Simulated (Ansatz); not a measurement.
Total energies of `C=C1SC1C`.

```xyz
11

C    -0.8199   -1.5397    1.0321
C    -0.7081   -0.7127    0.0115
S    -0.8882   -0.5787   -1.7030
C    -0.3263    0.6201   -0.4142
C     1.1092    1.0563   -0.4115
H    -0.5776   -1.2025    2.0332
H    -1.1530   -2.5612    0.9020
H    -1.0571    1.4080   -0.2427
H     1.7671    0.2110   -0.6160
H     1.2866    1.8306   -1.1605
H     1.3672    1.4688    0.5690
```

Total charge 0; spin multiplicity 1. Geometry: relaxed with PBE0-D4/def2-TZVP. Basis def2-TZVPP, the Gaussian-basis code of Ansatz.

RPA on PBE orbitals: Hartree–Fock energy of these orbitals -552.45580 Eh, correlation -1.37202 Eh (frozen core).

```tsv
functional	energy without D4 (Eh)	D4 term (kJ/mol)
LDA (SPW92)	-551.41837	–
revPBE	-554.13608	-76.1
BLYP	-554.16923	-52.7
r2SCAN	-554.12618	-5.8
B97M-V	-554.15639	–
PBE0	-553.91850	-19.9
r2SCANh	-554.11702	-6.2
HSE06 (plane-wave form)	-553.90183	-18.5
CAM-B3LYP	-554.16273	-20.1
LC-ωPBE	-554.02292	–
ωB97X-V	-554.14061	–
ωB97M-V	-554.14825	–
B2PLYP	-553.97471	–
PBE-QIDH	-553.80561	–
```

Question: Give the same for PBE, B3LYP, r2SCAN0, BHLYP. (Estimate.)

Answer: The calculation gave: 
| functional | energy without D4 (Eh) | D4 term (kJ/mol) |
| --- | --- | --- |
| PBE | -553.86890 | -23.6 |
| B3LYP | -554.27052 | -38.1 |
| r2SCAN0 | -554.10438 | -6.8 |
| BHLYP | -554.14085 | -27.8 |

B3LYP takes the VWN-RPA correlation (the form of Gaussian; ORCA's B3LYP/G). HSE06 is the plane-wave form, built on full-range PBE exchange. The double hybrids freeze the cores in their second-order part.

LC-ωPBE has ω = 0.4 bohr⁻¹.
